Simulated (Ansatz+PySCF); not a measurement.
singlet C₂: levels of theory in one basis

```xyz
2

C     0.0000    0.0000   -0.9421
C     0.0000    0.0000    0.9421
```

Basis set: 6-31G (spherical functions). Frozen core: 2 orbitals. Charge 0, multiplicity 1.

Computed with Ansatz (development build ahead of 0.2.0); each method stands on the lowest determinant of its kind that the runs found. NEVPT2 correlates all electrons. Active spaces start from the frontier orbitals, and the lowest solution found is given.

| method | E − E(RHF) (eV) | <S²> of the determinant |
| --- | --- | --- |
| RHF | 0.00 | 0.00 |
| UHF | -2.48 | 1.94 |
| RHF-MP2 | -5.07 | – |
| UHF-MP2 | -4.46 | 1.94 |
| RHF-CCSD | -5.69 | – |
| RHF-CCSD(T) | -5.99 | – |
| UHF-CCSD(T) | -6.20 | 1.94 |
| RHF-CCSDT(Q) | -6.07 | – |
| CASSCF(8,8) | -4.81 | – |
| CASSCF(2,2) | -2.11 | – |
| SC-NEVPT2(8,8) | -5.78 | – |
| SC-NEVPT2(2,2) | -4.92 | – |

Problem. What does full CI (lowest root of this spin) give on the same scale?

Solution. -6.12 eV.

At such a shape the full CI root can have another spatial symmetry than the determinants, so the rows needn't describe one state.

Problem. Is a single determinant a sound starting point here?

Solution. It is doubtful. Unrestricted orbitals lower Hartree–Fock by 2.48 eV and <S²> is 1.94 where a pure state has 0.00, a sign of strong static correlation. The CASSCF(8,8) natural occupations are 1.96, 1.94, 1.88, 1.75, 0.26, 0.10, 0.08, 0.05. The CASSCF(2,2) natural occupations are 1.61, 0.39.

Caution: another spin multiplicity may lie lower. Caution for RHF, RHF-MP2, RHF-CCSD, RHF-CCSD(T), RHF-CCSDT(Q): an unrestricted determinant lies well below. Caution for UHF, UHF-MP2, UHF-CCSD(T): the unrestricted determinant is a mixture of spin states; the determinant breaks the point group. Caution for RHF-MP2, UHF-MP2, RHF-CCSD, RHF-CCSD(T), UHF-CCSD(T), RHF-CCSDT(Q): large amplitudes, a single reference is doubtful. Caution for UHF-MP2: another reference gives a lower total. Caution for RHF-CCSD(T): the program doubts this total. Caution for RHF-CCSDT(Q): the amplitudes may be one of several solutions. Caution for CASSCF(2,2): other starts end on other solutions of this active space.
